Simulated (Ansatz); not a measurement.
The input, for Ansatz 0.2.0:

```yaml
crystal:
  periodic: [false, false, false]
  atoms:
    - {symbol: Si, position_ang: [-0.981449, 0.019286, 0.000000]}
    - {symbol: H, position_ang: [-1.476322, 1.418994, 0.000000]}
    - {symbol: H, position_ang: [-1.476321, -0.680568, 1.212183]}
    - {symbol: H, position_ang: [-1.476321, -0.680568, -1.212182]}
    - {symbol: H, position_ang: [0.552551, 0.019286, 0.000000]}
    - {symbol: O, position_ang: [1.835551, 0.019286, -0.000001]}
    - {symbol: H, position_ang: [2.087409, -0.920664, -0.000001]}
basis:
  gaussian: {orbitals: cc-pVDZ}
magnetization: {spin_polarized: true, initial_magnetization: 1}
hamiltonian: {xc: {name: PBE0}}
output: {orbitals: {seedname: orbitals}}
```

```sh
$ ansatz run in.yaml --threads 1 --pin off --events-out ev --progress --plain --max-ram 2816MiB --backend cpu
```

The program prints:

```
527 factors; integrals over basis functions are off by at most 1.4e-3 eV
mean field evaluation 1: about -9994.1193 eV, gradient 2.9e1 eV
mean field evaluation 2: about -9985.9970 eV, gradient 5.3e1 eV
mean field evaluation 4: about -9997.4055 eV, gradient 1.6e0 eV
mean field evaluation 8: about -9997.5175 eV, gradient 1.4e-1 eV
mean field evaluation 16: about -9997.5177 eV, gradient 1.2e-4 eV
mean field -9997.51765258 eV, -367.4019971716 hartree, gradient 9.5e-6 eV, S^2 0.756688; 1 other end points of the search recorded, 0 dependent functions left out
reference -9997.51767659 eV, -367.4019980539 hartree; 14, 13 occupied and 43, 44 virtual orbitals, 527 factors
Total energy: -9997.51767659 eV, -367.4019980539 hartree
```

Ran on 1 thread of AMD EPYC 7R13, shared host: 1.4 s wall, 0.17 GiB peak host memory.
